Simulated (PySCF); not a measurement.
Species: C3H3FO.
Bonds: C1–C2 (double), C2–F3, C2–C4, C4–O5 (double). Hydrogens: H6, H7 on C1; H8 on C4.

A linear-response calculation (PySCF, def2-SVPD basis, gas phase, vertical, core orbitals frozen in the response) gave these numbers; the functional is withheld.

Orbital energies (eV): HOMO-3 -11.59, HOMO-2 -11.53, HOMO-1 -8.10, HOMO -7.92, LUMO -2.63, LUMO+1 0.54, LUMO+2 1.00.

```
state  E (eV)       f  main configurations (H = HOMO, L = LUMO)
   S1    3.63  0.0003                                 H→L (99%)
   S2    5.30   0.189                               H-1→L (96%)
   S3    7.43  0.0001                  H→L+2 (59%), H-3→L (37%)
   S4    7.54  0.0041                               H→L+1 (95%)
   S5    7.63  0.0076   H-1→L+1 (49%), H-3→L (34%), H→L+2 (14%)
   S6    7.65   0.026   H-1→L+1 (48%), H-3→L (26%), H→L+2 (24%)
```

Triplets, Tamm–Dancoff:

```tsv
state	E (eV)	λ (nm)	main configurations (H = HOMO, L = LUMO)
T1	3.11	399.2	H→L (97%)
T2	3.24	383.2	H-1→L (96%)
T3	5.93	209.2	H-2→L (79%), H-1→L+2 (15%)
T4	6.99	177.3	H-3→L (50%), H→L+2 (38%)
```

Vertical ionisation energy by ΔSCF with the same functional: 10.56 eV. Mean static polarisability: 41.9 au.

**Question.** Name the functional.
A. HF
B. CAM-B3LYP
C. B3LYP
D. PBE

**Answer.** C. B3LYP is a global hybrid with 20% exact exchange. In this run −ε(HOMO) = 7.92 eV differs from the ΔSCF value by -2.64 eV, and S1 differs from the orbital gap of 5.29 eV by -1.66 eV. The ratio −ε(HOMO)/IP is 0.75. Usual ranges for neutral molecules in this basis: 0.67 to 0.83 with B3LYP, 0.5 to 0.7 with PBE, 0.85 to 0.93 with CAM-B3LYP; with Hartree–Fock the ratio is 1 or more (Koopmans' value less the relaxation energy is the ΔSCF value). The other options: PBE, a GGA without exact exchange; HF, time-dependent Hartree–Fock, 100% exact exchange; CAM-B3LYP, range-separated, 19% exact exchange at short range and 65% at long range (ω = 0.33 bohr⁻¹).

Computed, not measured: PySCF 2.14.0, density-fitted response routines, TDDFT B3LYP/def2-SVPD, vertical, gas phase, core orbitals frozen in the response. Geometry: PBE0-D3(BJ)/def2-SVP, one conformer, isolated molecule.

Conformer computed: `[CH2:1]=[C:2]([F:3])[CH:4]=[O:5]`: C1–C2–C4–O5 0°.
